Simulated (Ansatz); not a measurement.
Cost and result for the atomization energy of C$_{3}$H$_{7}$NO (`C/N=C/OC`) (12 atoms, 11 bonds).

Z-matrix (Å, degrees):
```
C
N 1 1.439
H 1 1.100 2 113.8
H 1 1.093 2 109.7 3 -121.4
H 1 1.093 2 109.7 3 121.4
C 2 1.256 1 117.6 3 -0.0
O 6 1.334 2 124.1 1 180.0
H 6 1.095 2 125.5 1 -0.0
C 7 1.420 6 115.6 2 0.0
H 9 1.092 7 110.7 6 60.0
H 9 1.092 7 110.7 6 -60.1
H 9 1.088 7 105.9 6 180.0
```

The species carries charge 0 and has multiplicity 1. Geometry: relaxed with PBE0-D4/def2-TZVP. It is one conformer, not always the lowest. Program: Ansatz. All runs use 4 threads of an Arm Neoverse V1 on a shared host. Times are those of one run each, without the atoms' runs, and a repeat can differ threefold. Electronic energies, without spin–orbit coupling; frozen cores. CCSD(T)/CBS adds CCSD(T) − MP2 in def2-TZVPP to the MP2 limit, and its time is that of the two runs behind it. T1 = 0.013. B3LYP takes the VWN-RPA correlation (the form of Gaussian; ORCA's B3LYP/G). HSE06 is the plane-wave form, built on full-range PBE exchange.

CCSD(T)/CBS is a level of theory with its own doubt, some kJ/mol a heavy atom from the limit and from the frozen cores, so smaller differences don't rank the functionals.

| level | functions | wall time |
| --- | --- | --- |
| LDA (SPW92)/def2-TZVPP | 253 | 1.1 s |
| revPBE-D4/def2-TZVPP | 253 | 1.8 s |
| PBE0-D4/def2-TZVPP | 253 | 2.3 s |
| HSE06-D4/def2-TZVPP | 253 | 2.6 s |
| B3LYP-D4/def2-TZVPP (with forces) | 253 | 3.8 s |
| r2SCANh-D4/def2-TZVPP | 253 | 4.1 s |
| B2PLYP/def2-TZVPP | 253 | 4.8 s |
| CCSD(T)/def2-SVP | 105 | 6 s |
| B97M-V/def2-TZVPP | 253 | 8.5 s |
| ωB97M-V/def2-TZVPP (with forces) | 253 | 9.5 s |
| MP2/def2-QZVPP | 495 | 24 s |
| CCSD(T)/def2-TZVPP | 253 | 2.8 min |
| CCSD(T)/CBS(def2) | – | 3.2 min |

Problem. What atomization energy does each give, and how far from CCSD(T)/CBS? (Best estimate.)

Solution. Ansatz gave: 
```csv
level,atomization (kcal/mol),difference from CCSD(T)/CBS,per bond
LDA (SPW92)/def2-TZVPP,1311.7,183.2,16.7
revPBE-D4/def2-TZVPP,1134.8,6.3,0.6
PBE0-D4/def2-TZVPP,1137.3,8.8,0.8
HSE06-D4/def2-TZVPP,1138.4,9.9,0.9
B3LYP-D4/def2-TZVPP (with forces),1134.6,6.1,0.6
r2SCANh-D4/def2-TZVPP,1123.5,-5.0,-0.5
B2PLYP/def2-TZVPP,1121.6,-6.9,-0.6
CCSD(T)/def2-SVP,1075.4,-53.1,-4.8
B97M-V/def2-TZVPP,1130.9,2.4,0.2
ωB97M-V/def2-TZVPP (with forces),1134.4,5.9,0.5
MP2/def2-QZVPP,1135.4,6.9,0.6
CCSD(T)/def2-TZVPP,1099.3,-29.2,-2.7
CCSD(T)/CBS(def2),1128.5,0.0,0.0
```

From PBE to PBE0 (25 % exact exchange), in def2-TZVPP and without D4, the atomization energy moves by −27.3 kcal/mol: exact exchange takes away binding that semilocal exchange gives to molecules. In def2-TZVPP, CCSD(T) changes the Hartree–Fock value by +301.7 kcal/mol (the triples alone add +18.7 kcal/mol) and MP2 by +320.6 kcal/mol; breaking electron pairs costs correlation energy, which Hartree–Fock lacks. At CCSD(T), def2-SVP lies −53.1 kcal/mol from the extrapolated value and def2-TZVPP −29.2 kcal/mol: correlation converges slowly with the basis, and small sets miss more of it in the bonded molecule than in its fragments.
